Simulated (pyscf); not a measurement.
Single points on ωB97X-D3(BJ)/def2-SVP structures (PySCF, gas phase).

SMILES: [F][W](=[S])(=[S])[Cl]
```xyz
5

F      1.9250    -0.7109    -1.2543
W      0.3492    -0.1348    -0.4657
S     -0.1165     1.7931    -1.1500
S     -1.2260    -1.3959    -1.0401
Cl     0.4209    -0.0820     1.7857
```
Charge 0, spin multiplicity 1.

Task: How much does it cost (ΔH, 298 K, ωB97M-D3(BJ)/def2-TZVP) to split F–W(=S)(=S)–Cl (SMILES [F][W](=[S])(=[S])[Cl]) at its Cl–W bond into [F–W(=S)=S]• + Cl•?

Result: Cl–W to [F–W(=S)=S]• + Cl•: 98.2 kcal/mol. The 7 functionals that were run give +95.1 (M06-2X) to +106.6 kcal/mol (PBE). The radicals are drawn with the spin at the cut bond; how far it spreads was not checked. Other isomers of [F–W(=S)=S]• were not searched in full and may lie lower. Left out: the spin-orbit lowering of Cl. Open-shell species with a d-block atom are single-reference here; other states, and whether the spin sits on metal or ligand, were not checked. Elements past Kr carry the def2 core potentials, without spin-orbit coupling.
